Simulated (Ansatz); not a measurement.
`FC1(F)C=C1`. Charge 0, multiplicity 1.

```csv
atom,x (Å),y (Å),z (Å)
F1,0.393,-1.460,1.032
C2,0.231,-0.190,0.591
F3,0.636,0.614,1.604
C4,-0.826,0.183,-0.313
C5,0.395,0.172,-0.793
H6,-1.877,0.353,-0.485
H7,1.049,0.328,-1.636
```

Task: What are the harmonic wavenumbers in cm⁻¹ at PBE0-D4/def2-TZVP (Ansatz, finite differences of forces, unscaled)? (Estimate.)

Result: Computed: 394, 426, 507, 535, 711, 801, 933, 960, 987, 1119, 1167, 1395, 1687, 3259, 3297.

Task: Is this a minimum?

Result: Yes, all 15 modes are real.

Task: Give the ideal-gas thermochemistry at 298.15 K and 1 bar (rigid rotor, harmonic oscillator; point group C2v, symmetry number 2).

Result: Zero-point energy 108.7 kJ/mol; H(298) − E = 122.3 kJ/mol; entropy 277.8 J/(mol·K), of which translation 162.9, rotation 98.1, vibration 16.9; G(298) − E = 39.5 kJ/mol.

Task: And at 400, 500, 600, 800 and 1000 K?

Result: 
```tsv
T (K)	H − E (kJ/mol)	S (J/mol/K)	G − E (kJ/mol)
400	130.2	300.6	10.0
500	139.5	321.2	-21.1
600	149.8	340.0	-54.2
800	172.8	373.0	-125.6
1000	197.9	401.0	-203.1
```

Task: Rotational constants (cm⁻¹)?

Result: 0.2817, 0.1944, 0.1454.
